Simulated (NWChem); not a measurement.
NWChem input wanted

SiH4: 5 atoms, total charge 0, spin state singlet. SMILES: `[SiH4]`. The two molecules were placed rigidly side by side, at 0.8 times their contact distance; the pair isn't optimised.

```xyz
5

Si    0.0000    0.0000   -0.0001
H     0.9676   -0.6884    0.8909
H    -1.3310    0.0449    0.6560
H    -0.1051   -0.7403   -1.2826
H     0.4685    1.3838   -0.2642
```

Settings wanted:

```
task                      : energy
method                    : DFT
functional                : r2SCAN
dispersion                : none
basis set                 : 6-31+G*
reference                 : RKS
relativity                : none
integration grid          : fine
SCF convergence threshold : 1e-08
iteration cap             : 100
symmetry                  : none
module                    : dft
d and f functions         : spherical
```

**Question.** Give an NWChem 7.3.0 job that does this.

**Answer.** One that was run (others would do as well):

work.nw:
```
start work
title "H4Si r2SCAN"
memory 2200 mb
charge 0
geometry noautosym nocenter noautoz
  Si       0.000000       0.000000      -0.000100
  H        0.967600      -0.688400       0.890900
  H       -1.331000       0.044900       0.656000
  H       -0.105100      -0.740300      -1.282600
  H        0.468500       1.383800      -0.264200
end
basis spherical bse
  Si library 6-31+G*
  H library 6-31+G*
end
dft
  xc r2scan
  grid fine
  convergence energy 1e-08
  maxiter 100
  mulliken
  print low
end
task dft energy
```

```bash
$ nwchem work.nw > work.out
```

Calculated total energy: -291.82237 Eh.
